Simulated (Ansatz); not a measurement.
**AlClFH (SMILES [F][AlH][Cl]): a rigid scan of the bond length F1–Al2**

Aim: the energy along the bond length F1–Al2, from CCSD(T) and from cheaper methods, relative to the minimum. No other atom is relaxed.

Method: single points in def2-TZVPP; program: Ansatz 0.2.0, Gaussian basis.

Levels: PBE-D4, r2SCAN-D4, PBE0-D4, B3LYP-D4, wB97M-V, Hartree-Fock, MP2, CCSD, CCSD(T). The scan takes 1.411, 1.459, 1.530, 1.612, 1.704, 1.802, 1.907, 2.017, 2.132 Å.

Cores are frozen in the correlated methods. B3LYP uses VWN-RPA correlation.

18 further runs of the same task are left out: 18 set aside as unsound or not needed.

## (1) The starting structure

SMILES `[F][AlH][Cl]`, 4 atoms, charge 0, spin multiplicity 1.

Atoms are counted from 1 here; the program's logs count them from 0.

Bond lengths: F1–Al2 1.849 Å, Al2–Cl3 2.241 Å, Al2–H4 1.656 Å. Angles: F1–Al2–Cl3 120.8°, F1–Al2–H4 117.8°, Cl3–Al2–H4 121.3°.

Coordinates:

```
F     0.5602   -1.1262    1.3972
Al    0.1061    0.0430    0.0386
Cl   -1.7483   -0.2761   -1.1792
H     1.1375    1.2990   -0.2770
```

## (2) A first relaxation in a small basis

Input file pre/in.yaml:

```yaml
crystal:
  periodic: [false, false, false]
  atoms:
    - {symbol: F, position_ang: [0.560200, -1.126200, 1.397200]}
    - {symbol: Al, position_ang: [0.106100, 0.043000, 0.038600]}
    - {symbol: Cl, position_ang: [-1.748300, -0.276100, -1.179200]}
    - {symbol: H, position_ang: [1.137500, 1.299000, -0.277000]}
basis:
  gaussian: {orbitals: def2-SVP}
hamiltonian: {xc: pbe, dispersion: d4}
relax: {f_tol: 0.03, max_steps: 250}
```

No record of the launch command was kept for these runs.

After this run come: Relaxation at PBE0-D4; The minimum at every level; F1–Al2 = 1.411 Å; F1–Al2 = 1.459 Å; F1–Al2 = 1.530 Å; F1–Al2 = 1.612 Å; F1–Al2 = 1.704 Å; F1–Al2 = 1.802 Å; F1–Al2 = 1.907 Å; F1–Al2 = 2.017 Å; F1–Al2 = 2.132 Å.

Before running it: what results should come out? Wanted: highest point, CCSD(T); lowest point, CCSD(T); minimum along the scan, CCSD(T); RMS deviation from CCSD(T); largest T1 diagnostic.

As calculated:

| quantity | value |
| --- | --- |
| highest point, CCSD(T) | 1702 meV at 2.132 Å |
| lowest point, CCSD(T) | 0 meV at 1.640 Å |
| minimum along the scan, CCSD(T) | 1.641 Å |
| curvature there | 30.7 eV/Å² |
| RMS deviation from CCSD(T) | PBE-D4 125, r2SCAN-D4 22, PBE0-D4 25, B3LYP-D4 40, wB97M-V 21, Hartree-Fock 162, MP2 21, CCSD 29 meV |
| largest T1 diagnostic | 0.015 |

**Reading.** A polynomial through the near points puts the CCSD(T) minimum 0.001 Å above the PBE0-D4 value. The third derivative is negative, the usual anharmonicity of a bond. Curvature against CCSD(T): PBE-D4 -11 %, Hartree-Fock +12 %. Best along the scan: MP2. Worst: Hartree-Fock.
